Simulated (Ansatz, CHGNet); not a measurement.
For 2H-SiC, the machine-learned potential CHGNet-r²SCAN (trained on r²SCAN data) gives:

```
Property                           Value
------------------------------  --------
equilibrium lattice constant a   3.074 Å
c axis length                    5.042 Å
elastic constant C11             260 GPa
elastic constant C44            37.1 GPa
polycrystal shear modulus       47.6 GPa
```

Task: What does HSE06 (plane waves, PAW; Ansatz, a first-principles code) give for the same quantities?

Result: 
- lattice constant a: 3.071 Å (shrinks by 0.1 %)
- lattice parameter c: 5.036 Å (shrinks by 0.1 %)
- elastic constant C11: 536 GPa (goes up by 110 %)
- elastic constant C44: 164 GPa (grows by 340 %)
- Voigt–Reuss–Hill shear modulus: 200 GPa (rises by 320 %)

For comparison: lattice constant a 3.076 Å (measured, room temperature, no zero-point or thermal correction; as tabulated in Paulus et al. (1997), arXiv:cond-mat/9701136); lattice parameter c 5.048 Å (measured, room temperature, no zero-point or thermal correction; as tabulated in Paulus et al. (1997), arXiv:cond-mat/9701136).

Changes are worked out from the printed values.

Unless a cell is named, each level is at its own relaxed cell (CHGNet-r²SCAN 10.32, HSE06 10.28 Å³/atom).

Ansatz's density-functional and Hartree–Fock values are scalar-relativistic unless marked +SOC, with PAW data made under PBE.
